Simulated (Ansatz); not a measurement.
## Ansatz (development build ahead of 0.2.0) run

```yaml
crystal:
  periodic: [false, false, false]
  atoms:
    - { symbol: C, position_ang: [0.00303, 0.01277, -1.30509] }
    - { symbol: C, position_ang: [0.01806, -0.00051, -0.00857] }
    - { symbol: C, position_ang: [-0.01175, -0.01585, 1.28673] }
basis:
  gaussian: { orbitals: "6-31G" }
hamiltonian:
  xc: hf
output:
  forces: true
```

The input is written out in the form of the current development build from the run's settings.

Output:

```yaml
Converged: yes
Total_energy: -113.31593 hartree
```

Forces (eV/Å):
```tsv
atom	Fx	Fy	Fz
C1	0.035	-0.009	1.032
C2	-0.080	-0.003	-0.070
C3	0.045	0.012	-0.961
```
